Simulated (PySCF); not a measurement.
Species: C₄H₂NS (charge -1).
Cartesian coordinates in Å at the GFN2-xTB level; atoms count from 1:
```
atom  x, y, z in Å
C1     1.9713   -0.2780   -0.3225
C2     0.8388   -0.1670    0.0565
C3    -0.5510   -0.1279    0.4448
S4    -1.4400   -1.6581   -0.0827
C5    -1.2569    0.9240   -0.2250
N6    -1.8672    1.7240   -0.7846
H7     2.9638   -0.3838   -0.6474
H8    -0.6498   -0.0238    1.5364
```

A PySCF run (density fitting, gas phase, GFN2-xTB geometry) gave HOMO -0.54 eV, LUMO 4.50 eV.

Problem. Which of these levels was it?
A. X3LYP/pcSseg-1
B. PBE0/pcSseg-1
C. B97-D/cc-pVDZ

Solution. B. It is PBE0/pcSseg-1. All candidates on this geometry:

```json
{"level and settings": "B97-D/cc-pVDZ, start guess sap", "kind": "GGA", "basis functions": "98", "SCF cycles": "19", "E (Eh)": "-606.3735", "HOMO (eV)": "1.01", "LUMO (eV)": "4.02"}
{"level and settings": "X3LYP/pcSseg-1", "kind": "global hybrid", "basis functions": "119", "SCF cycles": "15", "E (Eh)": "-606.3609", "HOMO (eV)": "-0.28", "LUMO (eV)": "4.43"}
{"level and settings": "PBE0/pcSseg-1", "kind": "global hybrid", "basis functions": "119", "SCF cycles": "16", "E (Eh)": "-606.0871", "HOMO (eV)": "-0.54", "LUMO (eV)": "4.50"}
```

The nearest other candidate, by the summed differences of HOMO and LUMO, is X3LYP/pcSseg-1: its HOMO differs by +0.26 eV and its LUMO by -0.07 eV. B97-D ran without the empirical dispersion term, which would shift the total energy alone. Cycle counts include a coarse-grid stage where the run had one. The HOMO energy is positive at B97-D/cc-pVDZ; such an orbital is held in place by the finite basis.
